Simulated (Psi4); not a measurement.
# PH (SMILES [PH]): a chain of runs

Wanted: a geometry optimisation (UMP2/cc-pVTZ), then vibrational wavenumbers, then a single-point energy of PH. The job is set up through a Python script.

The calculation is run with Psi4 1.11.

## (1) The structure to begin with

PH: 2 atoms, total charge 0, spin state triplet. As SMILES, `[PH]`. All atoms were displaced at random from a relaxed shape. The run starts from this shape.

Bond lengths: P1–H2 1.538 Å.

## (2) A geometry optimisation at UMP2/cc-pVTZ (density fitting, density fitting for correlation) (run 1)

The input, hp.xyz:

```xyz
2
HP
P      0.008129    -0.062159    -0.003667
H      0.021107     0.009557     1.532626
```

The input, job.py:

```python
import psi4

psi4.set_memory('1600 MB')
psi4.set_num_threads(1)
psi4.set_output_file('output.dat', False)

with open('hp.xyz') as f:
    atoms = ''.join(f.readlines()[2:])
m = psi4.geometry('0 3\n' + atoms + '')

options = {'basis': 'cc-pVTZ', 'reference': 'uhf', 'geom_maxiter': 60, 'freeze_core': 'true'}
psi4.set_options(options)

e, wfn = psi4.optimize("mp2", return_wfn=True)
print(f'mp2 energy: {e:.10f} Eh')
print(m.to_string(dtype='xyz', units='Angstrom'))
for k, v in sorted(psi4.core.scalar_variables().items()):
    print(f'{k:45s} {v:18.10f}')
```

The run is started by

```bash
python job.py
```

output.dat:

```text
[...]
  Running in c2v symmetry.
[...]
  Nuclear repulsion =    5.160956517966472
[...]
  Multiplicity = 3
[...]
  Nalpha       = 9
  Nbeta        = 7
[...]
    Number of basis functions: 48
[...]
   @DF-UHF iter   1:  -341.27622386747510   -6.44922e-01   4.86282e-03 DIIS/ADIIS
[...]
	Warning: cc_lambda option is changed to TRUE
	For this residual convergence, default PCG convergence is:     1.00e-07
[...]
	DF-SCS-MP2 Total Energy (a.u.)     :  -341.40172808804340
	DF-SOS-MP2 Total Energy (a.u.)     :  -341.40283959045576
[...]
	Warning: cc_lambda option is changed to TRUE
	For this residual convergence, default PCG convergence is:     1.00e-07
[...]
   @DF-UHF iter  11:  -341.29776034481824   -2.84217e-13   2.77363e-11 DIIS
[...]
   @S^2 Observed:                2.027100133E+00
[...]
  @DF-UHF Final Energy:  -341.29776034481824
   => Energetics <=
    Nuclear Repulsion Energy =              5.5897708978946783
    One-Electron Energy =                -483.2471726170577426
    Two-Electron Energy =                 136.3596413743448466
    Total Energy =                       -341.2977603448182435
  UHF NO Occupations:
  HONO-2 :    5 A1 1.9870888
  HONO-1 :    2 B2 1.0000000
  HONO-0 :    2 B1 1.0000000
  LUNO+0 :    6 A1 0.0129112
  LUNO+1 :    7 A1 0.0007148
[...]
	DF-SCS-MP2 Total Energy (a.u.)     :  -341.40603403314174
	DF-SOS-MP2 Total Energy (a.u.)     :  -341.40705907290408
	DF-SCS(N)-MP2 Total Energy (a.u.)  :  -341.33674023366484
[...]
	DF-MP2 Total Energy (a.u.)         :  -341.40398395361706
[...]
    Final optimized geometry and variables:
    Molecular point group: c2v
    Full point group: C_inf_v
    Geometry (in Angstrom), charge = 0, multiplicity = 3:
    P           -0.000000000000     0.000000000000    -0.044749018440
    H            0.000000000000     0.000000000000     1.375283806705
[...]
```

On the terminal:

```text
Optimizer: Optimization complete!
mp2 energy: -341.4039839536 Eh
2
0 3 HP
P                     0.000000000000     0.000000000000    -0.044749018440
H                     0.000000000000     0.000000000000     1.375283806705

CURRENT CORRELATION ENERGY                         -0.1062236088
CURRENT ENERGY                                   -341.4039839536
CURRENT REFERENCE ENERGY                         -341.2977603448
DD SOLVATION ENERGY                                 0.0000000000
HF KINETIC ENERGY                                 341.2947975513
HF POTENTIAL ENERGY                              -682.5925578961
HF TOTAL ENERGY                                  -341.2977603448
HF VIRIAL RATIO                                     2.0000086810
MP2 CORRELATION ENERGY                             -0.1062236088
MP2 DOUBLES ENERGY                                 -0.1062236088
MP2 OPPOSITE-SPIN CORRELATION ENERGY               -0.0840759447
MP2 SAME-SPIN CORRELATION ENERGY                   -0.0221476641
MP2 SINGLES ENERGY                                  0.0000000000
MP2 TOTAL ENERGY                                 -341.4039839536
NUCLEAR REPULSION ENERGY                            5.5897708979
ONE-ELECTRON ENERGY                              -483.2471726171
OPTIMIZATION ITERATIONS                             4.0000000000
PCM POLARIZATION ENERGY                             0.0000000000
PE ENERGY                                           0.0000000000
SCF ITERATION ENERGY                             -341.2977603448
SCF ITERATIONS                                     11.0000000000
SCF TOTAL ENERGY                                 -341.2977603448
SCS(N)-MP2 CORRELATION ENERGY                      -0.0389798888
SCS(N)-MP2 TOTAL ENERGY                          -341.3367402337
SCS-MP2 CORRELATION ENERGY                         -0.1082736883
SCS-MP2 TOTAL ENERGY                             -341.4060340331
SOS-MP2 CORRELATION ENERGY                         -0.1092987281
SOS-MP2 TOTAL ENERGY                             -341.4070590729
TWO-ELECTRON ENERGY                               136.3596413743
```

It took 26 s on 1 thread of AMD EPYC 7B13 (Zen 3), shared host; peak memory 0.69 GiB.

Steps, from the record of the run:

| step | energy from the first frame kept (eV) | largest force (eV/Å) |
| --- | --- | --- |
| 0 | 0.0000 | 1.8845 |
| 1 | -0.1218 | 0.0535 |
| 2 | -0.1219 | 0.0170 |
| 3 | -0.1219 | 0.0055 |

After the run. Bond lengths: P1–H2 1.420 Å.

## (3) The harmonic vibrations at UMP2/cc-pVTZ (density fitting, density fitting for correlation) (run 2)

The input, hp.xyz:

```xyz
2
HP
P      0.008160    -0.061986     0.000047
H      0.020143     0.004229     1.418485
```

The input, run.py:

```python
import psi4

psi4.set_memory(1600000000)
psi4.set_num_threads(1)
psi4.core.set_output_file('psi4.out', False)

with open('hp.xyz') as f:
    atoms = ''.join(f.readlines()[2:])
molecule = psi4.geometry('0 3\n' + atoms + '')

psi4.set_options(dict(basis='cc-pVTZ', reference='uhf', t=298.15, freeze_core='true', rotational_symmetry_number=1))

energy_value, wavefunction = psi4.frequencies("mp2", molecule=molecule, return_wfn=True)
print('E =', round(energy_value, 9))
print('wavenumbers / cm^-1:', wavefunction.frequencies().np.round(1))
for k in ('ZPVE', 'ENTHALPY', 'GIBBS FREE ENERGY'):
    print(f'{k}: {psi4.variable(k):.8f} Eh')
for k, v in sorted(psi4.core.scalar_variables().items()):
    print(f'{k:45s} {v:18.10f}')
```

The run is started by

```bash
python run.py
```

psi4.out:

```text
[...]
  Running in c2v symmetry.
[...]
  Nuclear repulsion =    5.589769298618066
[...]
  Multiplicity = 3
[...]
  Nalpha       = 9
  Nbeta        = 7
[...]
    Number of basis functions: 48
[...]
   @DF-UHF iter   1:  -341.28156765311195   -6.01041e-01   4.93742e-03 DIIS/ADIIS
[...]
	Warning: cc_lambda option is changed to TRUE
	For this residual convergence, default PCG convergence is:     1.00e-07
[...]
	DF-SCS-MP2 Total Energy (a.u.)     :  -341.40603403376269
	DF-SOS-MP2 Total Energy (a.u.)     :  -341.40705907379589
[...]
  Running in cs symmetry.
[...]
   @DF-UHF iter  15:  -341.29776033231326    5.68434e-14   3.10989e-11 DIIS
[...]
   @S^2 Observed:                2.027100113E+00
[...]
  @DF-UHF Final Energy:  -341.29776033231326
   => Energetics <=
    Nuclear Repulsion Energy =              5.5897593576449003
    One-Electron Energy =                -483.2471488734112199
    Two-Electron Energy =                 136.3596291834530803
    Total Energy =                       -341.2977603323132598
  UHF NO Occupations:
  HONO-2 :    6 Ap 1.9870888
  HONO-1 :    7 Ap 1.0000000
  HONO-0 :    2App 1.0000000
  LUNO+0 :    8 Ap 0.0129112
  LUNO+1 :    9 Ap 0.0007148
[...]
	DF-SCS-MP2 Total Energy (a.u.)     :  -341.40603403762361
	DF-SOS-MP2 Total Energy (a.u.)     :  -341.40705907934716
	DF-SCS(N)-MP2 Total Energy (a.u.)  :  -341.33674021850084
[...]
	DF-MP2 Total Energy (a.u.)         :  -341.40398395417668
[...]
  ==> Harmonic Vibrational Analysis <==
[...]
  Freq [cm^-1]                2429.1202
[...]
  IR activ [km/mol]            96.3666
[...]
  Total E_0, Enthalpy at 0 [K]                                                         -341.39845001 [Eh]
[...]
  Total H, Enthalpy at  298.15 [K]                                                     -341.39514527 [Eh]
[...]
  Total G, Gibbs energy at  298.15 [K]                                                 -341.41739188 [Eh]
[...]
```

On the terminal:

```text
E = -341.403983954
wavenumbers / cm^-1: [2429.1]
ZPVE: 0.00553394 Eh
ENTHALPY: -341.39514527 Eh
GIBBS FREE ENERGY: -341.41739188 Eh
CURRENT CORRELATION ENERGY                         -0.1062236106
CURRENT ENERGY                                   -341.4039839537
CURRENT REFERENCE ENERGY                         -341.2977603431
DD SOLVATION ENERGY                                 0.0000000000
ENTHALPY                                         -341.3951452749
ENTHALPY CORRECTION                                 0.0088386788
FINDIF NUMBER                                       5.0000000000
GIBBS FREE ENERGY                                -341.4173918787
GIBBS FREE ENERGY CORRECTION                       -0.0134079250
HF KINETIC ENERGY                                 341.2947970669
HF POTENTIAL ENERGY                              -682.5925574100
HF TOTAL ENERGY                                  -341.2977603431
HF VIRIAL RATIO                                     2.0000086825
MP2 CORRELATION ENERGY                             -0.1062236106
MP2 DOUBLES ENERGY                                 -0.1062236106
MP2 OPPOSITE-SPIN CORRELATION ENERGY               -0.0840759467
MP2 SAME-SPIN CORRELATION ENERGY                   -0.0221476639
MP2 SINGLES ENERGY                                  0.0000000000
MP2 TOTAL ENERGY                                 -341.4039839537
NUCLEAR REPULSION ENERGY                            5.5897692986
ONE-ELECTRON ENERGY                              -483.2471693275
PCM POLARIZATION ENERGY                             0.0000000000
PE ENERGY                                           0.0000000000
SCF ITERATION ENERGY                             -341.2977603431
SCF ITERATIONS                                     15.0000000000
SCF TOTAL ENERGY                                 -341.2977603431
THERMAL ENERGY                                   -341.3960894595
THERMAL ENERGY CORRECTION                           0.0078944942
TWO-ELECTRON ENERGY                               136.3596396857
ZERO K ENTHALPY                                  -341.3984500106
ZPVE                                                0.0055339431
```

It took 31 s on 1 thread of AMD EPYC 7B13 (Zen 3), shared host; peak memory 0.69 GiB.

## (4) A single-point energy at UMP2/cc-pVTZ (density fitting, density fitting for correlation) (run 3)

The input, run.py:

```python
import psi4

psi4.set_memory(1600000000)
psi4.set_num_threads(1)
psi4.set_output_file('hp.out', False)

m = psi4.geometry("""
0 3
P
H 1 1.420033
""")

psi4.set_options(dict(basis='cc-pVTZ', reference='uhf', freeze_core='true'))

e_tot, wfn = psi4.energy('mp2', molecule=m, return_wfn=True)
print(f'mp2 energy: {e_tot:.10f} Eh')
for k, v in sorted(psi4.core.scalar_variables().items()):
    print(f'{k:45s} {v:18.10f}')
```

The run is started by

```bash
python run.py
```

hp.out:

```text
[...]
  Running in c2v symmetry.
[...]
  Nuclear repulsion =    5.589770209600762
[...]
  Multiplicity = 3
[...]
  Nalpha       = 9
  Nbeta        = 7
[...]
    Number of basis functions: 48
[...]
   @DF-UHF iter   1:  -341.28156765429310   -6.01041e-01   4.93742e-03 ADIIS/DIIS
[...]
   @DF-UHF iter  12:  -341.29776034406797   -7.38964e-13   4.50769e-09 DIIS
[...]
   @S^2 Observed:                2.027100136E+00
[...]
  @DF-UHF Final Energy:  -341.29776034406797
   => Energetics <=
    Nuclear Repulsion Energy =              5.5897702096007622
    One-Electron Energy =                -483.2471711415204254
    Two-Electron Energy =                 136.3596405878516578
    Total Energy =                       -341.2977603440680241
  UHF NO Occupations:
  HONO-2 :    5 A1 1.9870888
  HONO-1 :    2 B2 1.0000000
  HONO-0 :    2 B1 1.0000000
  LUNO+0 :    6 A1 0.0129112
  LUNO+1 :    7 A1 0.0007148
[...]
 Multipole Moments:
 ------------------------------------------------------------------------------------
     Multipole            Electronic (a.u.)      Nuclear  (a.u.)        Total (a.u.)
 ------------------------------------------------------------------------------------
 L = 1.  Multiply by 2.5417464519 to convert [e a0] to [Debye]
 Dipole X            :          0.0000000            0.0000000            0.0000000
 Dipole Y            :          0.0000000            0.0000000            0.0000000
 Dipole Z            :         -1.1144397            1.3304591            0.2160193
 Magnitude           :                                                    0.2160193
[...]
```

Standard output:

```text
mp2 energy: -341.4039839529 Eh
CURRENT CORRELATION ENERGY                         -0.1062236088
CURRENT ENERGY                                   -341.4039839529
CURRENT REFERENCE ENERGY                         -341.2977603441
CUSTOM SCS-MP2 CORRELATION ENERGY                  -0.1082736882
CUSTOM SCS-MP2 TOTAL ENERGY                      -341.4060340323
DD SOLVATION ENERGY                                 0.0000000000
HF KINETIC ENERGY                                 341.2947973733
HF POTENTIAL ENERGY                              -682.5925577173
HF TOTAL ENERGY                                  -341.2977603441
HF VIRIAL RATIO                                     2.0000086816
MP2 CORRELATION ENERGY                             -0.1062236088
MP2 DOUBLES ENERGY                                 -0.1062236088
MP2 OPPOSITE-SPIN CORRELATION ENERGY               -0.0840759446
MP2 SAME-SPIN CORRELATION ENERGY                   -0.0221476642
MP2 SINGLES ENERGY                                 -0.0000000000
MP2 TOTAL ENERGY                                 -341.4039839529
NUCLEAR REPULSION ENERGY                            5.5897702096
ONE-ELECTRON ENERGY                              -483.2471711415
PCM POLARIZATION ENERGY                             0.0000000000
PE ENERGY                                           0.0000000000
SCF ITERATION ENERGY                             -341.2977603441
SCF ITERATIONS                                     12.0000000000
SCF TOTAL ENERGY                                 -341.2977603441
SCS-MP2 CORRELATION ENERGY                         -0.1082736882
SCS-MP2 TOTAL ENERGY                             -341.4060340323
TWO-ELECTRON ENERGY                               136.3596405879
```

It took 2.7 s on 1 thread of AMD EPYC 7B13 (Zen 3), shared host; peak memory 0.27 GiB.

## (5) Outcome

```
                                                                       quantity             value
                                   run 1, UMP2/cc-pVTZ: total energy at the end     -341.40398 Eh
run 1, UMP2/cc-pVTZ: HOMO energy (Hartree–Fock orbitals) (highest over α and β)         -10.49 eV
 run 1, UMP2/cc-pVTZ: LUMO energy (Hartree–Fock orbitals) (lowest over α and β)           1.33 eV
               run 1, UMP2/cc-pVTZ: correlation energy (5 core orbitals frozen)        -106.2 mEh
                                               run 1, UMP2/cc-pVTZ: bond length           1.420 Å
                         run 1, UMP2/cc-pVTZ: ⟨S²⟩ of the reference determinant             2.027
                                        run 2, UMP2/cc-pVTZ: correlation energy        -106.2 mEh
                                       run 2, UMP2/cc-pVTZ: harmonic wavenumber         2429 cm⁻¹
                                         run 2, UMP2/cc-pVTZ: zero-point energy       14.5 kJ/mol
 run 2, UMP2/cc-pVTZ: ideal-gas entropy at 298.15 K (symmetry number 1 as used)  46.8 cal/(mol K)
```

In words: The optimisation (run 1, UMP2/cc-pVTZ) took 4 steps and changed the energy by -0.122 eV. The one mode (run 2, UMP2/cc-pVTZ) is real, so the shape is a minimum at this level.
